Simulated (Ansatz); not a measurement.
A calculation on hcp Re returned lattice constant a 2.753 Å, lattice parameter c 4.440 Å, equilibrium volume per atom 14.57 Å³/atom, bulk modulus 387 GPa.

For reference: lattice constant a 2.761 Å (measured, 293 K, no zero-point or thermal correction; as tabulated in Wikipedia's data pages); lattice parameter c 4.458 Å (measured, 293 K, no zero-point or thermal correction; as tabulated in Wikipedia's data pages); equilibrium volume per atom 14.62 Å³/atom (measured, copied from a table, unchecked, extrapolated to 0 K and zero-point effects removed; as tabulated in Lejaeghere et al. (2013), arXiv:1204.2733); bulk modulus 369 GPa (measured, zero-point energy and finite temperature contributions removed, sources range from 369 to 381; as tabulated in doi:10.1021/acs.jctc.3c00612).

Problem. Which level of theory produced these numbers?
A) PBE+SOC (Ansatz (a quantum-chemistry and plane-wave program))
B) LDA (Ansatz)
C) PBE (Ansatz)
D) PBEsol+SOC (Ansatz)

Solution. D, PBEsol+SOC (Ansatz)

The others give: PBE 2.775 Å, 4.482 Å, 14.95 Å³/atom, 364 GPa; PBE+SOC 2.778 Å, 4.482 Å, 14.97 Å³/atom, 359 GPa; LDA 2.738 Å, 4.416 Å, 14.33 Å³/atom, 405 GPa.

Unless a cell is named, each level is at its own relaxed cell (LDA 14.33, PBE 14.95, PBE+SOC 14.97, PBEsol+SOC 14.57 Å³/atom).

Ansatz's density-functional and Hartree–Fock values are scalar-relativistic unless marked +SOC, with PAW data made under PBE.
